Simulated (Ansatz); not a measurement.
An input meant for the cluster SiS2 (charge 0, singlet).

```yaml
crystal:
  periodic: [false, false, false]
  atoms:
    - {symbol: Si, position_ang: [0.000023, -0.000044, -0.000004]}
    - {symbol: S, position_ang: [-1.708948, -0.885452, -0.050124]}
    - {symbol: S, position_ang: [1.708925, 0.885497, 0.050128]}
basis:
  gaussian: {orbitals: "6-31++G**"}
magnetization: {spin_polarized: true, initial_magnetization: 0}
hamiltonian: {xc: {name: HF}}
correlation: {method: mp2, frozen_orbitals: {Si: 9}}
```

```sh
$ ansatz run in.yaml --threads 4 --pin off --events-out ev --progress --plain --max-ram 3916MiB
```

Output, abridged:

```
Functional definition: HF
Error: "frozen_orbitals" has no count for S
```

(1) What is wrong with this run?

Answers

(1) Frozen orbitals are typed for one element alone, and the program wants a count for each (the count typed has to fit that element's core, too). The program refused the input.
